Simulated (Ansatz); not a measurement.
A made-up structure of C₂H₃S (charge -1), closed shell:

```
atom    x (Å)    y (Å)    z (Å)
  C1  -0.3235   0.1045  -0.7706
  C2  -0.6009  -0.0042   0.3649
  S3   0.9841  -0.1612   0.9234
  H4  -1.1967   0.2069  -1.2206
  H5   0.7227   0.1027  -1.3241
  H6   0.4143  -0.2487   2.0269
```

It is relaxed with PBE-D4/def2-SVPD and then PBE0-D4/def2-TZVPD (Ansatz 0.2.0). Atoms count as bonded within 1.22 times the sum of their covalent radii (H–H: 0.88 Å). The end point is not checked to be a true minimum.

(1) Does its bonding change? (A judgement: the text doesn't fix the answer.)

Answers

(1) By the calculation: Yes. Formed: none; broken: C1–S3.

Where it ends: The first stage lowers the energy by 3.70 eV in 7 steps. It ends as C₂H₃S ([CH2][C][SH]), total charge -1:
```
6
angstrom
C -0.3895 0.1289 -0.9549
C -0.5419 -0.0089 0.3771
S 1.0412 -0.1957 1.2038
H -1.2759 0.2516 -1.5812
H 0.5621 0.1331 -1.5131
H 0.6040 -0.3089 2.4682
```

Labels in which every atom is bracketed show which atoms are joined, not bond orders.

For scale, one of the runs: PBE0-D4/def2-TZVPD relaxation, 147 basis functions, launched by `ansatz run in.yaml --threads 2 --pin off --events-out ev --progress --plain --max-ram 4352MiB`. Hardware: 2 CPU threads of an Arm Neoverse V2, shared host. Wall time about 19 s.
